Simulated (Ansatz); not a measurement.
# CH₃FSi: a ladder of functionals and wavefunction methods

An exercise on one series of results from a longer session: the logs are not shown, and one member is left open.

The runs use Ansatz 0.2.0, Gaussian basis; functionals in def2-TZVPP, the program's frozen cores in correlated methods.

Plan: LDA (SPW92), PBE-D4, revPBE-D4, BLYP-D4, r2SCAN-D4, B97M-V, PBE0-D4, B3LYP-D4, r2SCANh-D4, r2SCAN0-D4, HSE06-D4, BHLYP-D4, CAM-B3LYP-D4, LC-ωPBE, ωB97X-V, ωB97M-V, B2PLYP, PBE-QIDH; CCSD(T)/def2-SVP; CCSD(T)/def2-TZVPP; CCSD(T)/def2-QZVPP; extrapolation to the limit; RPA on PBE.

### The relaxed structure

All runs share one geometry, relaxed beforehand with PBE0-D4 in a triple-zeta def2 set.

SMILES `C[Si]F`, 6 atoms, charge 0, spin multiplicity 1.

Atoms are counted from 1 here; the program's logs count them from 0.

Bond lengths: C1–Si2 1.886 Å, C1–H4 1.092 Å, C1–H5 1.097 Å, C1–H6 1.097 Å, Si2–F3 1.620 Å. Angles: Si2–C1–H4 112.7°, Si2–C1–H5 109.6°, Si2–C1–H6 109.8°, H4–C1–H5 108.9°, H4–C1–H6 109.0°, H5–C1–H6 106.7°, C1–Si2–F3 98.3°.

Set-up of the first run:

The input, in.yaml:

```yaml
crystal:
  periodic: [false, false, false]
  atoms:
    - {symbol: C, position_ang: [-0.332974, 0.387825, -0.176012]}
    - {symbol: Si, position_ang: [0.467046, -0.578243, 1.232559]}
    - {symbol: F, position_ang: [1.360759, -1.593982, 0.341175]}
    - {symbol: H, position_ang: [-1.016978, 1.161885, 0.178990]}
    - {symbol: H, position_ang: [0.445847, 0.856965, -0.790109]}
    - {symbol: H, position_ang: [-0.881600, -0.298449, -0.832804]}
basis:
  gaussian: {orbitals: def2-TZVPP}
hamiltonian: {xc: lda}
output: {orbitals: {seedname: orbitals}}
```

Started as:

```bash
$ ansatz run in.yaml --threads 4 --pin off --events-out ev --progress --plain --max-ram 10444MiB
```

Among the steps run: LDA; PBE-D4 (GGA); revPBE-D4 (GGA); BLYP-D4 (GGA); r2SCAN-D4 (meta-GGA); B97M-V (meta-GGA); PBE0-D4 (hybrid); B3LYP-D4 (hybrid); r2SCANh-D4 (hybrid); r2SCAN0-D4 (hybrid); HSE06-D4 (hybrid); BHLYP-D4 (hybrid); CAM-B3LYP-D4 (range-separated); LC-ωPBE (range-separated); ωB97X-V (range-separated); ωB97M-V (range-separated); B2PLYP (double hybrid); PBE-QIDH (double hybrid).

One table of the session follows, with a row left open; its other results are not shown here.

It belongs to the step «Frontier levels by functional». 

```
  functional  HOMO (eV)  LUMO (eV)  gap (eV)
 LDA (SPW92)          ?          ?         ?
      PBE-D4      -5.49      -2.96      2.53
   revPBE-D4      -5.45      -2.89      2.55
     BLYP-D4      -5.38      -2.84      2.55
   r2SCAN-D4      -5.70      -2.84      2.85
      B97M-V      -5.76      -2.79      2.98
     PBE0-D4      -6.61      -2.11      4.49
    B3LYP-D4      -6.44      -2.32      4.12
  r2SCANh-D4      -6.11      -2.52      3.59
  r2SCAN0-D4      -6.73      -2.04      4.69
    HSE06-D4      -6.21      -2.49      3.71
    BHLYP-D4      -7.64      -1.19      6.44
CAM-B3LYP-D4      -7.93      -1.01      6.92
     LC-ωPBE      -9.20       0.13      9.33
     ωB97X-V      -8.88       0.03      8.91
     ωB97M-V      -8.71      -0.09      8.63
```

Estimate the missing values for LDA (SPW92).

As computed: HOMO (eV): -5.59; LUMO (eV): -3.13; gap (eV): 2.46. In the column «HOMO (eV)» it lies between r2SCAN-D4 (-5.70) and PBE-D4 (-5.49).
